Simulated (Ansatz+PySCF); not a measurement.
doublet PH₂: levels of theory in one basis

```csv
atom,x (Å),y (Å),z (Å)
P,0.0000,0.0000,-0.1064
H,1.0057,0.0000,0.8628
H,-1.0057,0.0000,0.8628
```

Basis set: cc-pVTZ on H; cc-pV(T+d)Z on P (spherical functions). Left uncorrelated: 5 orbitals. Correlation on ROHF uses semicanonical orbitals with singles. Charge 0, multiplicity 2.

Computed with Ansatz (development build ahead of 0.2.0) and PySCF 2.14.0; each method stands on the lowest determinant of its kind that the runs found.

| method | E − E(ROHF) (eV) | <S²> of the determinant |
| --- | --- | --- |
| ROHF | 0.00 | 0.75 |
| UHF | -0.15 | 0.77 |
| ROHF-MP2 | -3.91 | – |
| UHF-MP2 | -3.88 | 0.77 |

Problem. What does ROHF-CCSD(T) give on the same scale?

Solution. -4.76 eV.
